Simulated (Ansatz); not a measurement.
# C₂H₅S+: single points off equilibrium

How do the functionals fare away from a minimum? The structure is a structure displaced at random from a GFN2-xTB minimum.

The runs use Ansatz 0.2.0, Gaussian basis; single points in def2-TZVPP.

Cores are frozen in the correlated methods.

## Step 1: The system as given

SMILES `C=C[SH2+]`, 8 atoms, charge 1, spin multiplicity 1.

Atoms are counted from 1 here; the program's logs count them from 0.

Bond lengths: C1–C2 1.551 Å, C1–H4 1.167 Å, C1–H5 1.033 Å, C2–S3 1.809 Å, C2–H6 1.003 Å, S3–H7 1.243 Å, S3–H8 1.328 Å. Angles: C2–C1–H4 114.0°, C2–C1–H5 113.4°, H4–C1–H5 132.4°, C1–C2–S3 117.8°, C1–C2–H6 127.3°, S3–C2–H6 113.5°, C2–S3–H7 93.2°, C2–S3–H8 89.5°, H7–S3–H8 95.2°.

As a file:

| atom | x (Å) | y (Å) | z (Å) |
| --- | --- | --- | --- |
| C1 | -0.91190 | 0.83000 | -0.88370 |
| C2 | 0.06240 | 0.33010 | 0.21460 |
| S3 | 0.60070 | -1.39540 | 0.14460 |
| H4 | -1.17330 | 0.02610 | -1.68870 |
| H5 | -1.25710 | 1.78980 | -0.72020 |
| H6 | 0.28940 | 0.78560 | 1.07940 |
| H7 | 1.79500 | -1.10360 | 0.32960 |
| H8 | 0.30740 | -1.52780 | 1.43330 |

## Step 2: CCSD(T)/def2-TZVPP

File run/in.yaml:

```yaml
crystal:
  periodic: [false, false, false]
  atoms:
    - {symbol: C, position_ang: [-0.911900, 0.830000, -0.883700]}
    - {symbol: C, position_ang: [0.062400, 0.330100, 0.214600]}
    - {symbol: S, position_ang: [0.600700, -1.395400, 0.144600]}
    - {symbol: H, position_ang: [-1.173300, 0.026100, -1.688700]}
    - {symbol: H, position_ang: [-1.257100, 1.789800, -0.720200]}
    - {symbol: H, position_ang: [0.289400, 0.785600, 1.079400]}
    - {symbol: H, position_ang: [1.795000, -1.103600, 0.329600]}
    - {symbol: H, position_ang: [0.307400, -1.527800, 1.433300]}
basis:
  gaussian: {orbitals: def2-TZVPP}
total_charge: 1
correlation: {method: ccsd_t}
output: {forces: true}
```

No record of the launch command was kept for these runs.

## Step 3: PBE0-D4/def2-TZVPP

Edit run/in.yaml of step 2 so:

```diff
@@ -14,3 +14,3 @@
 total_charge: 1
-correlation: {method: ccsd_t}
-output: {forces: true}
+hamiltonian: {xc: pbe0, dispersion: d4}
+output: {forces: true, orbitals: {seedname: orbitals}}
```

## Step 4: wB97M-V/def2-TZVPP

Edit run/in.yaml of step 3 so:

```diff
@@ -14,3 +14,3 @@
 total_charge: 1
-hamiltonian: {xc: pbe0, dispersion: d4}
-output: {forces: true, orbitals: {seedname: orbitals}}
+hamiltonian: {xc: {name: wB97M-V}}
+output: {forces: true}
```

## Step 5: r2SCAN-D4/def2-TZVPP

Edit run/in.yaml of step 4 so:

```diff
@@ -14,3 +14,3 @@
 total_charge: 1
-hamiltonian: {xc: {name: wB97M-V}}
+hamiltonian: {xc: r2scan, dispersion: d4}
 output: {forces: true}
```

## Step 6: PBE-D4/def2-TZVPP

Edit run/in.yaml of step 5 so:

```diff
@@ -14,3 +14,3 @@
 total_charge: 1
-hamiltonian: {xc: r2scan, dispersion: d4}
+hamiltonian: {xc: pbe, dispersion: d4}
 output: {forces: true}
```

## Step 7: SPW92/def2-TZVPP

Edit run/in.yaml of step 6 so:

```diff
@@ -14,3 +14,3 @@
 total_charge: 1
-hamiltonian: {xc: pbe, dispersion: d4}
+hamiltonian: {xc: lda}
 output: {forces: true}
```

## Step 8: BHLYP-D4/def2-TZVPP

Edit run/in.yaml of step 7 so:

```diff
@@ -14,3 +14,3 @@
 total_charge: 1
-hamiltonian: {xc: lda}
+hamiltonian: {xc: {name: BHLYP}, dispersion: d4}
 output: {forces: true}
```

(Steps that only read results are left out.)

Before running it: what results should come out? Wanted: energy less free atoms, CCSD(T)/def2-TZVPP; RMS force component; RMS force error; HOMO and LUMO, PBE0-D4; T1 diagnostic.

**Answer**, as computed:

| quantity | value |
| --- | --- |
| energy less free atoms, CCSD(T)/def2-TZVPP | -19.367 eV |
| RMS force component | 2.972 to 3.246 eV/Å over the methods |
| RMS force error | PBE0-D4 0.270, wB97M-V 0.271, r2SCAN-D4 0.173, PBE-D4 0.213, SPW92 0.366, BHLYP-D4 0.398 eV/Å |
| HOMO and LUMO, PBE0-D4 | -13.17 and -7.16 eV |
| T1 diagnostic | 0.019 |

In words: Against CCSD(T) the functionals' energies less atoms differ by -4.697 to +0.335 eV, PBE-D4 by -1.288 eV. A larger basis would deepen the CCSD(T) value, while the functionals are nearly converged already, so the order here is not reliable. For forces r2SCAN-D4 does best and BHLYP-D4 worst. Frozen-core CCSD(T) forces in triple zeta carry basis errors of their own, and this is one geometry, so small gaps rank nothing. The restricted Hartree–Fock reference is unstable towards an unrestricted one at one or more of these structures.
